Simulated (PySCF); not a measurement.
# What PySCF settings do for NaMg⁺

Base input, run as `python input.py` with PySCF 2.14:

```python
from pyscf import gto, dft

mol = gto.M(
    atom='Na 0 0 0; Mg 0 0 3.484',
    basis='cc-pvdz-dk',
    charge=1,
    spin=0,
    symmetry=True,
    verbose=3,
)
mf = dft.RKS(mol, xc='m062x')
mf = mf.sfx2c1e()
mf.kernel()
mf.analyze()
print('orbital energies (hartree):', mf.mo_energy[..., max(0, mol.nelec[1]-3):mol.nelec[0]+3].round(4))
```

Base result: E(SCF) = -362.653922 Eh. Stability towards an unrestricted solution was not tested. The bond length is a typed value, not an optimised one. The dipole of an ion depends on the origin.

Wall time 2.1 s on one thread of a shared host.

Each row names what differs from the base; energies in brackets are changes from the base.

| change | result |
| --- | --- |
| spin (2S): 0 → 4; SCF type: RKS → UKS | not converged: SCF |
| functional: m062x → b3lyp | E(SCF) = -362.725942 Eh |
| step after the SCF: analyze → stability; point-group symmetry: on → off | E(SCF) = -362.653922 Eh (+0.0000 eV), internal stable; real -> complex stable; RHF/RKS -> UHF/UKS stable |
| functional: m062x → pw6b95 | E(SCF) = -363.068727 Eh |
| length unit: angstrom → bohr [unsound on purpose] | E(SCF) = -362.540268 Eh (+3.0927 eV) |
| step after the SCF: analyze → mp2; SCF type: RKS → RHF; functional: m062x → none (Hartree–Fock); frozen orbitals: default → 2 | E(SCF) = -361.811991 Eh, E(MP2) − E(SCF) = -0.02607 Eh |
| functional: m062x → pbesol | E(SCF) = -361.622179 Eh |
| step after the SCF: analyze → ccsd; SCF type: RKS → RHF; functional: m062x → none (Hartree–Fock); frozen orbitals: default → 0 | E(SCF) = -361.811991 Eh, E(CCSD) − E(SCF) = -0.03693 Eh |
| density fitting: none → auto | E(SCF) = -362.653923 Eh (+0.0000 eV) |
| integration grid: default → 0 [unsound on purpose] | E(SCF) = -362.766640 Eh (-3.0672 eV) |
| charge: 1 → 2; spin (2S): 0 → 1; SCF type: RKS → UKS [another spin of the ion may lie lower] | E(SCF) = -362.204229 Eh (+12.2368 eV), ⟨S²⟩ = 0.750 |
| charge: 1 → 3; SCF type: RKS → UKS [another spin of the ion may lie lower] | E(SCF) = -361.488577 Eh (+31.7107 eV) |
| spin (2S): 0 → 2; SCF type: RKS → UKS [a high spin state] | E(SCF) = -362.561375 Eh (+2.5183 eV), ⟨S²⟩ = 2.000 |
| functional: m062x → revtpss | E(SCF) = -362.567515 Eh |
| PCM solvent, dielectric constant: none → 32.6 | E(SCF) = -362.740598 Eh (-2.3586 eV) |
| basis set: cc-pvdz-dk → ano-rcc-vdzp | E(SCF) = -362.667491 Eh (-0.3692 eV) |
| geometry: bond 3.484 → bond 3.589 | E(SCF) = -362.653167 Eh (+0.0205 eV) |
| basis set: cc-pvdz-dk → def2-svp; spin-free X2C: on → off | E(SCF) = -362.012155 Eh |
| spin-free X2C: on → off [unsound on purpose] | E(SCF) = -362.059485 Eh |
| geometry: bond 3.484 → bond 0 [unsound on purpose] | stops with AssertionError |
| basis set: cc-pvdz-dk → sbkjc; core potential: off → on; spin-free X2C: on → off | E(SCF) = -0.835124 Eh |

**Question.** Order these changes by how far they move the SCF energy from the base, largest first: (1) PCM solvent, dielectric constant: none → 32.6; (2) density fitting: none → auto; (3) geometry: bond 3.484 → bond 3.589.

**Answer.** (1) -2.3586 eV, (3) +0.0205 eV, (2) +0.0000 eV.
